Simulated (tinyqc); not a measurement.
Stretching all distances: RHF, UHF, MP2, CISD and CCSD against full CI in the sto-3g basis, for H3O+, spin multiplicity 1. Computed by the program tinyqc with PySCF. All coordinates are multiplied by the scale. c0^2 is the weight of the RHF determinant in the lowest singlet FCI state (UHF is spin-contaminated and may lie near states of higher spin) and n(LUMO) the first natural occupation beyond the occupied space.

Geometry (angstrom):

| atom | x | y | z |
|---|---|---|---|
| O | 0.0000 | 0.0000 | 0.2480 |
| H | 0.8880 | 0.0000 | 0.0000 |
| H | -0.4440 | 0.7690 | 0.0000 |
| H | -0.4440 | -0.7690 | 0.0000 |

Full CI energy (hartree) and errors against it (kcal/mol):

| scale | distance 1-2 (angstrom) | E(FCI) | RHF | UHF | MP2 | CISD | CCSD | <S^2> UHF | c0^2 | n(LUMO) |
|---|---|---|---|---|---|---|---|---|---|---|
| 0.9800 | 0.9035 | -75.352706 | 33.1666 | 33.1666 | 7.3680 | 0.6118 | 0.1719 | 0.0000 | 0.9780 | 0.0155 |
| 1.1600 | 1.0695 | -75.387794 | 47.0499 | 47.0499 | 11.1941 | 1.4744 | 0.4110 | 0.0000 | 0.9593 | 0.0280 |
| 1.3400 | 1.2355 | -75.307719 | 65.8848 | 65.8848 | 16.5710 | 3.4460 | 0.9380 | 0.0000 | 0.9233 | 0.0496 |
| 1.5200 | 1.4014 | -75.199419 | 91.3417 | 90.3510 | 24.2758 | 7.8070 | 1.9107 | 0.3537 | 0.8505 | 0.0931 |
| 1.7000 | 1.5674 | -75.098682 | 124.5678 | 75.2730 | 35.1119 | 16.5446 | 3.2782 | 1.6681 | 0.7126 | 0.1819 |
| 1.8800 | 1.7333 | -75.017837 | 164.4512 | 50.4841 | 49.0334 | 30.9683 | 3.9628 | 2.1153 | 0.5108 | 0.3247 |

What does the comparison show, and why?

UHF parts from RHF first at scale 1.52 of those listed, where <S^2> leaves zero. The weight c0^2 goes from 0.98 to 0.51 and n(LUMO) from 0.02 to 0.32: static correlation grows as the bonds break into open-shell fragments. The spread of the error along the curve, which distorts its shape, is CCSD 3.8, CISD 30.4, MP2 41.7, UHF 57.2, RHF 131.3 kcal/mol. The table stops here: at scale 2.06 and beyond, the reference weight falls under 0.45 or RHF, UHF or CCSD hop between solutions, so those rows were left out and the spreads given cover only the rows shown. As computed, partly on other solutions, the errors there reach in size RHF 248, UHF 32, MP2 76, CISD 71, CCSD 75 kcal/mol.
